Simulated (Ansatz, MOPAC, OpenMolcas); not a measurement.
## A ladder of methods for BH3O2 (SMILES OBO)

BH3O2: 6 atoms, total charge 0, spin state singlet. As SMILES, `OBO`. Geometry: relaxed at PBE0-D4/def2-TZVP. This is one conformer, not always the lowest.

Quantity: the HOMO–LUMO gap, in eV. The values are calculated.

```
            level                    kind     program  value (eV)   CPU time
              PM6          semi-empirical       MOPAC       12.57  under 2 s
     HF/def2-TZVP            Hartree–Fock  OpenMolcas       16.54       14 s
  SVWN5/def2-TZVP                     LDA      Ansatz        7.30      1.9 s
    PBE/def2-TZVP                     GGA  OpenMolcas        7.46       30 s
 r2SCAN/def2-TZVP                meta-GGA  OpenMolcas        8.25       36 s
 M06-2X/def2-TZVP         hybrid meta-GGA  OpenMolcas       12.13       34 s
wB97M-V/def2-TZVP  range-separated hybrid      Ansatz       13.79       13 s
 B2PLYP/def2-TZVP           double hybrid      Ansatz       12.44      3.3 s
```

The values span 7.30 to 16.54 eV. Orbital gaps aren't excitation energies, and those of double hybrids come from the SCF part alone; they tend to grow with the share of exact exchange. CPU times are rough (shared hosts, several kinds of processor): they show what a rung costs within a factor of a few.
